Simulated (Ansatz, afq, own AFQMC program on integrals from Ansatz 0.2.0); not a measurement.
**SiGeH, quartet: AFQMC among the cluster methods**

```csv
atom,x (Å),y (Å),z (Å)
Si,0.0000,0.0946,1.7341
Ge,0.0000,-0.0570,-0.6551
H,0.0000,1.4696,-1.1082
```

Connectivity, by distances: Si–GeH.

Basis cc-pVDZ. Only valence electrons are correlated. AFQMC by an in-house program on the Cholesky factors that Ansatz 0.2.0 writes for its CCSD(T) run. The CISD trial takes its coefficients from CCSD amplitudes. Released means that phaseless walkers are propagated on without the constraint, phases kept. Free AFQMC starts from the CCSD state and is never constrained. Its projection time is finite, and what remains of the start isn't in its error. ± is one standard error of the sampling. No spin–orbit coupling.

Determinant: UHF, the one that the program's search chose, which needn't be the lowest solution. The geometry is a point of a scan.

No full CI on the walks' own integrals is used here; CCSDT(Q) serves as the reference and is uncertain by about the last step of the cluster series.

Cautions: no relativity below Rb; no spin-orbit coupling; inner d shell frozen; lower spins were not checked.

```
T1 diagnostic                               : 0.0248
weight of the determinant in the CISD state : 0.859
⟨S²⟩ of the determinant                     : 3.776
size of the correlated space                : 9 electrons in 31 orbitals
```

Reference: CCSDT(Q), correlation energy -4.741 eV. The released energy is read at 2.40 1/Eh (meV from the phaseless value at times in 1/Eh: -5 ± 13 at 0.24, -3 ± 10 at 0.51, -2 ± 8 at 0.99, -15 ± 8 at 1.62, -7 ± 10 at 2.40).

```csv
level,E − E(reference) (kcal/mol),share of correlation (%)
HF,109.32,0.00
MP2,27.43,74.91
CCSD,5.58,94.90
CCSD(T),1.36,98.76
CCSDT,0.30,99.73
ph-AFQMC/HF,4.93 ± 0.65,95.49
ph-AFQMC/CISD,0.22 ± 0.28,99.80
released AFQMC,0.07 ± 0.22,99.94
free AFQMC,-0.10 ± 0.37,100.09
```

Free projections are given only where their last times agree within the noise and don't stop above the reference; a slow remainder of the start can still hide under it. A walk keeps the symmetry of its determinant, which the program's search chose and which needn't be the lowest solution, so a lower state of the same spin and another symmetry isn't excluded. Released energies are given only where the last usable release times agree within the noise; a slower fall can still hide under it.
